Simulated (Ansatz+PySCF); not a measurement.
**singlet CH4: levels of theory in one basis**

```xyz
5

C     0.0000    0.0000    0.0000
H     0.9510    0.9510    0.9510
H     0.6340   -0.6340   -0.6340
H    -0.6340    0.6340   -0.6340
H    -0.6340   -0.6340    0.6340
```

Basis set: 6-31G (spherical functions). Left uncorrelated: 1 orbital. Charge 0, multiplicity 1.

Computed with Ansatz (development build ahead of 0.2.0); each method stands on the lowest determinant of its kind that the runs found. NEVPT2 correlates all electrons. Active spaces start from the frontier orbitals, and the lowest solution found is given.

| method | E − E(RHF) (eV) | <S²> of the determinant |
| --- | --- | --- |
| RHF | 0.00 | 0.00 |
| RHF-MP2 | -2.95 | – |
| UHF-MP2 | -2.95 | 0.00 |
| RHF-CCSD | -3.67 | – |
| RHF-CCSD(T) | -3.74 | – |
| full CI (lowest root of this spin) | -3.75 | – |
| CASSCF(8,8) | -2.82 | – |
| CASSCF(2,2) | -0.97 | – |
| SC-NEVPT2(2,2) | -3.29 | – |

**Question.** What does SC-NEVPT2(8,8) give on the same scale?

**Answer.** -3.57 eV. NEVPT2 here correlates all electrons, so it doesn't share the others' frozen core.

At such a shape the full CI root can have another spatial symmetry than the determinants, so the rows needn't describe one state.

**Question.** Is a single determinant a sound starting point here?

**Answer.** Only with care. Unrestricted orbitals gain 0.00 eV and <S²> is 0.00 against 0.00 for a pure state, but bonds are stretched. The CASSCF(8,8) natural occupations are 1.98, 1.97, 1.97, 1.91, 0.09, 0.02, 0.02, 0.02. The CASSCF(2,2) natural occupations are 1.91, 0.09.

Caution for RHF-MP2, UHF-MP2, RHF-CCSD, RHF-CCSD(T): bonds are stretched, where a single reference can fail.
